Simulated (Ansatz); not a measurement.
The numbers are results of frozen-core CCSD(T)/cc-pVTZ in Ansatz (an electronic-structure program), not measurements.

Ansatz 0.2 input:
```yaml
crystal:
  periodic: [false, false, false]
  atoms:
    - { symbol: Cl, position_ang: [0.0, 0.0, 0.0] }
basis:
  gaussian: { orbitals: cc-pVTZ }
correlation:
  method: ccsd_t
magnetization:
  spin_polarized: true
  initial_magnetization: 1
```

Output:

```
Functional definition: HF
196 factors; integrals over basis functions are off by at most 1.5e-4 eV
mean field evaluation 1: about -12503.0172 eV, gradient 5.7e0 eV
mean field evaluation 2: about -12503.0196 eV, gradient 5.7e0 eV
mean field evaluation 4: about -12503.2315 eV, gradient 5.2e-1 eV
mean field evaluation 8: about -12503.2356 eV, gradient 4.2e-3 eV
mean field evaluation 16: about -12503.2330 eV, gradient 5.9e-1 eV
mean field evaluation 32: about -12503.2356 eV, gradient 2.6e-3 eV
mean field evaluation 64: about -12503.2356 eV, gradient 4.0e-3 eV
mean field -12503.23561632 eV, -459.4854339022 hartree, gradient 3.9e-6 eV, S^2 0.759299; 4 other end points of the search recorded, 0 dependent functions left out
5 core orbitals not correlated
reference -12503.23561632 eV, -459.4854339022 hartree; 4, 3 occupied and 25, 26 virtual orbitals, 196 factors
second order -4.29743940 eV of doubles, -0.00000000 eV of singles
cycle   1  -4.78249330 eV  change   -4.9e-1 eV  update   3.8e-2
cycle   2  -4.91513560 eV  change   -1.3e-1 eV  update   1.2e-2
cycle   3  -4.92155891 eV  change   -6.4e-3 eV  update   2.6e-3
cycle   4  -4.92111160 eV  change    4.5e-4 eV  update   3.9e-4
cycle   5  -4.92107844 eV  change    3.3e-5 eV  update   9.5e-5
cycle   6  -4.92110391 eV  change   -2.5e-5 eV  update   2.7e-5
cycle   7  -4.92110386 eV  change    5.2e-8 eV  update   7.2e-6
perturbative correction -0.15039659 eV, -0.0055269728 hartree
Total energy: -12508.30711677 eV, -459.6718081062 hartree
```

Cost: roughly 1.2 core-seconds.
